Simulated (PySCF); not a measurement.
BHF at several levels of theory

All levels use the PBE0 minimum (doublet; B–F 1.301 Å, B–H 1.206 Å; F–B–H 120.9°), basis [B def2-TZVP, H def2-TZVP, F def2-TZVP], no relativity, density fitting, no spin–orbit coupling, PySCF. For vertical energies the ionised species is a singlet (spins chosen at PBE0 and kept) and the electron-attached one a singlet. Atomisation goes to high-spin ground-configuration atoms, without zero-point energy. Open shells are unrestricted, also as the reference of the correlated levels. A dash marks a value that was not computed or is not defined at that level.

Z-matrix (Å, degrees; charge 0 multiplicity 2):
```
B
H  1 1.2063
F  1 1.3009 2 120.92
```

| level | atomisation (kJ/mol) | vertical IP (eV) | vertical EA (eV) | −ε(HOMO) (eV) | dipole (D) |
| --- | --- | --- | --- | --- | --- |
| CCSD(T) | 945 | 9.08 | -0.43 | – | – |
| HF | 775 | 9.09 | -1.52 | 9.90 | 0.76 |
| MP2 | 989 | 9.04 | -0.64 | – | – |
| PBE0 | 986 | 9.33 | -0.50 | 6.22 | 0.60 |
| PBE | 1013 | 9.17 | -0.45 | 4.85 | 0.56 |
| B3LYP | 987 | 9.34 | -0.34 | 5.95 | 0.59 |
| r2SCAN | 1005 | 9.36 | -0.60 | 5.25 | 0.54 |
| wB97X | 980 | 9.17 | -0.38 | 8.52 | 0.63 |

For BHF itself CCSD(T) correlates 11 electrons; T1 = 0.016, D1 = 0.045, (T) = -26 kJ/mol.

**Question.** Which levels differ least and most from CCSD(T) in the atomisation?

**Answer.** Least: wB97X (+35 kJ/mol); most: HF (-170 kJ/mol). CCSD(T) atomisation energies in a triple-zeta basis lie tens of kJ/mol low, so this is no ranking by accuracy.

Without diffuse functions attachment energies tend to come out too low.
